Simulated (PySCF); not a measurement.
Species: 2-cyanoacetamide, C₃H₄N₂O.
Bonds: N1–C2 (triple), C2–C3, C3–C4, C4–N5, C4–O6 (double). Hydrogens: H7, H8 on C3; H9, H10 on N5.

Theory: core-valence-separated Tamm–Dancoff BHandHLYP/aug-pcX-1 (pcseg-1 on H) in PySCF, non-relativistic, gas phase, PBE0-D3(BJ)/def2-SVP geometry. The energies are unshifted.

(1) Give energies, oscillator strengths and core holes at the N K edge.

(2) What does the C 1s absorption edge look like?

(3) List the oxygen K-edge absorption lines.

Results:

(1) 
```csv
E (eV),f,core hole on,main final orbital,polarisation
397.21,0.0640,N1,LUMO+3 (49 %),across the triple bond
397.49,0.0634,N1,LUMO+5 (72 %),across the triple bond
399.96,0.0253,N5,LUMO+2 (62 %),–
400.57,0.0105,N5,LUMO (61 %),–
401.05,0.0004,N1,LUMO (75 %),–
401.51,0.0370,N5,spread,–
402.18,0.0021,N1,LUMO+1 (75 %),mixed
402.35,0.0006,N1,LUMO+2 (85 %),–
402.46,0.0005,N5,LUMO+3 (53 %),–
402.60,0.0027,N1,LUMO+4 (40 %),along the triple bond
402.68,0.0092,N5,spread,–
```

The first line with a tenth or more of the strongest one's intensity is at 397.21 eV (f = 0.064), with the hole on N1 (nitrile nitrogen), polarised across the triple bond: a 1s→π* resonance. It is also the strongest listed.

(2) 
| E (eV) | f | core hole on | main final orbital | polarisation |
| --- | --- | --- | --- | --- |
| 283.97 | 0.0629 | C2 | LUMO+3 (45 %) | across the triple bond |
| 284.14 | 0.0653 | C2 | LUMO+5 (63 %) | across the triple bond |
| 285.15 | 0.0860 | C4 | LUMO+2 (61 %) | normal to the local trigonal plane |
| 286.65 | 0.0116 | C3 | LUMO+2 (87 %) | – |
| 286.76 | 0.0141 | C3 | LUMO+1 (37 %) | – |
| 287.15 | 0.0005 | C2 | LUMO (72 %) | – |
| 287.25 | 0.0002 | C3 | LUMO (49 %) | – |
| 287.72 | 0.0011 | C3 | LUMO+5 (62 %) | – |
| 288.15 | 0.0003 | C2 | LUMO+2 (83 %) | – |
| 288.40 | 0.0405 | C3 | spread | – |
| 288.46 | 0.0241 | C3 | LUMO+6 (46 %) | – |
| 288.50 | 0.0009 | C2 | LUMO+1 (63 %) | – |
| 288.72 | 0.0216 | C3 | LUMO+1 (35 %) | – |
| 288.95 | 0.0019 | C2 | LUMO+6 (77 %) | across the triple bond |
| 289.10 | 0.0009 | C2 | LUMO+4 (42 %) | – |

The first line with a tenth or more of the strongest one's intensity is at 283.97 eV (f = 0.063), with the hole on C2 (nitrile carbon), polarised across the triple bond: a 1s→π* resonance. The strongest listed is at 285.15 eV (f = 0.086; C4, 1s→π*).

(3) 
```json
{"E (eV)": "529.65", "f": "0.0417", "core hole on": "O6", "main final orbital": "LUMO+2 (52 %)", "polarisation": "normal to the local trigonal plane"}
{"E (eV)": "533.03", "f": "0.0005", "core hole on": "O6", "main final orbital": "LUMO (74 %)", "polarisation": "–"}
{"E (eV)": "533.77", "f": "0.0030", "core hole on": "O6", "main final orbital": "LUMO+1 (86 %)", "polarisation": "in the local trigonal plane"}
{"E (eV)": "534.02", "f": "0.0068", "core hole on": "O6", "main final orbital": "LUMO+3 (71 %)", "polarisation": "in the local trigonal plane"}
{"E (eV)": "534.23", "f": "0.0021", "core hole on": "O6", "main final orbital": "LUMO+2 (43 %)", "polarisation": "normal to the local trigonal plane"}
{"E (eV)": "534.35", "f": "0.0009", "core hole on": "O6", "main final orbital": "LUMO+4 (46 %)", "polarisation": "–"}
{"E (eV)": "534.77", "f": "0.0000", "core hole on": "O6", "main final orbital": "LUMO+5 (84 %)", "polarisation": "–"}
```

The first line with a tenth or more of the strongest one's intensity is at 529.65 eV (f = 0.042), with the hole on O6 (amide oxygen), polarised normal to the local trigonal plane: a 1s→π* resonance. It is also the strongest listed.

Roots within 0.03 eV whose holes lie on the same, on equivalent or on shared atoms are summed into one line, and the highest roots are left out, as the search may have cut off their partners. Final orbitals are the ground state's empty Kohn–Sham orbitals. A dash: too weak, shared between unlike atoms, or no plane or axis to refer to.

What length of transition dipole belongs to the line at 399.96 eV?

From f = (2/3) ΔE |μ|² in atomic units, with ΔE = 14.698 Eh and f = 0.0253: |μ| = 0.051 au = 0.13 D.

The ionisation thresholds weren't computed; near and above them a finite basis only mimics Rydberg series and continuum.

Shape of the structure used: `[N:1]#[C:2][CH2:3][C:4]([NH2:5])=[O:6]`: C2–C3–C4–N5 -4°, H–N5–C4–C3 2°, H–N5–C4–C3 179°.

One conformer stands for the species.
